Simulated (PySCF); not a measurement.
**HF₃, a complex of two parts: interaction energy**

An exercise on one series of results from a longer session: the logs are not shown, and one member is left open.

Programs: PySCF 2.14.0. All values are calculated, for the isolated system unless a continuum is named. Atoms count from 0, parts from 1.

## Starting point

4 atoms, charge 0, multiplicity 1; geometry: GFN2-xTB. Parts: 1 = atoms 0–1, `FF`, charge 0; 2 = atoms 2–3, `F`, charge 0.

The first run:

The job: settings as JSON, then the geometry in Å.

```
{"job": {"xc": "PBE0", "basis": "def2-SVPD", "d3": "d3bj", "grid": 2, "kind": "geom", "shake": 0.01}, "charge": 0, "multiplicity": 1, "parts": [{"atoms": "0-1", "charge": 0, "multiplicity": 1}, {"atoms": "2-3", "charge": 0, "multiplicity": 1}]}
F      0.583405     0.028311     0.003737
F     -0.816102    -0.218957    -0.008398
F      1.308525     3.044381     0.167119
H      1.821995     2.238596     0.129559
```

Launch:

```bash
> OMP_NUM_THREADS=1 python cluster_run.py task.json out
```

One launch serves the whole session: the jobs run in the order shown.

Steps of the session up to this table: Relaxing the molecule at PBE0-D3(BJ)/def2-SVPD; Coupled-cluster interaction energy: CCSD(T) and MP2, 2.08 Å; Coupled-cluster interaction energy: CCSD(T) and MP2, 2.29 Å; Coupled-cluster interaction energy: CCSD(T) and MP2, 1.97 Å; Coupled-cluster interaction energy: CCSD(T) and MP2, 2.60 Å; Coupled-cluster interaction energy: CCSD(T) and MP2, 1.87 Å; Coupled-cluster interaction energy: CCSD(T) and MP2, 3.12 Å; Coupled-cluster interaction energy: CCSD(T) and MP2, 4.16 Å.

One table of the session follows, with a row left open; its other results are not shown here.

It belongs to the step «Coupled-cluster interaction energy: CCSD(T) and MP2, 4.16 Å». 

```
                 method  interaction energy (kcal/mol)
         HF/aug-cc-pVDZ                         -0.051
        MP2/aug-cc-pVDZ                         -0.082
       CCSD/aug-cc-pVDZ                         -0.076
    CCSD(T)/aug-cc-pVDZ                         -0.080
         HF/aug-cc-pVTZ                              ?
        MP2/aug-cc-pVTZ                         -0.082
    SCS-MP2/aug-cc-pVTZ                         -0.075
      MP2, extrapolated                         -0.084
CCSD(T), limit estimate                         -0.083
```

Q: Estimate the row for HF/aug-cc-pVTZ from the others.

The run gave: interaction energy (kcal/mol): -0.045. In the column «interaction energy (kcal/mol)» it is the highest.
